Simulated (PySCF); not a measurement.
One molecule, a ladder of functionals, a line

Molecule: `InChI=1S/C5H5F/c1-2-4-3-5(4)6/h1,4-5H,3H2/t4-,5+/m1/s1`.

Bonds (- single, = double, # triple, : aromatic): C1#C2 1.211 Å, C2-C3 1.436 Å, C3-C4 1.524 Å, C4-C5 1.480 Å, C5-F6 1.348 Å, C5-C3 1.507 Å. C1 carries H7; C3 carries H8; C4 carries H9, H10; C5 carries H11. Stereochemistry as in C#C[C@@H]1C[C@@H]1F. H10 is cis to C2 on the ring; H9 is trans to C2 on the ring.

GIAO shieldings (ppm, equivalent atoms averaged) in PySCF 2.14.0 with density-fitted response routines on the PBE0-D3(BJ)/def2-SVP geometry, basis pcSseg-2, gas phase, non-relativistic:

```tsv
functional	exact exchange (%)	σ(C2)	σ(C5)	σ(C1)	σ(C4)
BLYP	0	91.0	97.3	107.0	157.0
BP86	0	94.4	101.9	108.7	161.4
PBE	0	94.1	102.0	108.6	161.7
B3LYP	20	93.9	104.6	108.0	162.1
mPW1PW91	25	97.3	109.9	109.7	167.0
BHandHLYP	50	98.3	114.3	110.4	168.7
HF	100	106.5	129.2	116.3	178.6
```

Problem. Fit each shielding as a line in the percentage of exact exchange.

Solution. σ(C2) = 92.9 + 0.13 x (rms 1.3 ppm); σ(C5) = 100.5 + 0.29 x (rms 1.8 ppm); σ(C1) = 107.6 + 0.08 x (rms 0.9 ppm); σ(C4) = 160.1 + 0.18 x (rms 1.8 ppm). The functionals also differ in their semilocal parts, which the line can't hold; Hartree–Fock has no correlation at all.

Problem. What does the line predict for PBE0 (25 %), and what does the run give?

Solution. σ(C2): 96.2 predicted, 97.6 computed; σ(C5): 107.8 predicted, 110.6 computed; σ(C1): 109.6 predicted, 110.2 computed; σ(C4): 164.6 predicted, 167.6 computed ppm.
